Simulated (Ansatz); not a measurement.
Input for Ansatz (development build ahead of 0.2.0):

```yaml
crystal:
  periodic: [false, false, false]
  atoms:
    - { symbol: C, position_ang: [-0.27438, 0.99216, -0.94066] }
    - { symbol: C, position_ang: [-0.02331, -0.00044, 0.05644] }
    - { symbol: C, position_ang: [0.30684, -0.99478, 0.89511] }
    - { symbol: H, position_ang: [-1.19833, 0.96203, -1.53342] }
    - { symbol: H, position_ang: [0.37428, 1.86099, -1.0027] }
    - { symbol: H, position_ang: [0.66619, -0.69141, 1.89072] }
    - { symbol: H, position_ang: [0.01389, -2.00809, 0.54711] }
basis:
  gaussian: { orbitals: def2-SVP }
total_charge: 1
magnetization:
  spin_polarized: true
  initial_magnetization: 1
hamiltonian:
  xc: pbe0
output:
  forces: true
```

The input is written out in the form of the current development build from the run's settings.

The run gave:

| Item | Value |
| --- | --- |
| Converged | yes |
| Total energy | -116.05875 hartree |
| Spin squared of the determinant | 0.771 |
| Stability test | minimum |

Forces (eV/Å):
| atom | Fx | Fy | Fz |
| --- | --- | --- | --- |
| C1 | 0.256 | -3.118 | 3.316 |
| C2 | -0.040 | 1.453 | -2.110 |
| C3 | -1.181 | 1.967 | -1.615 |
| H4 | -0.131 | -0.050 | 0.037 |
| H5 | 0.553 | 0.255 | -0.204 |
| H6 | 0.013 | -0.485 | 0.203 |
| H7 | 0.530 | -0.022 | 0.372 |
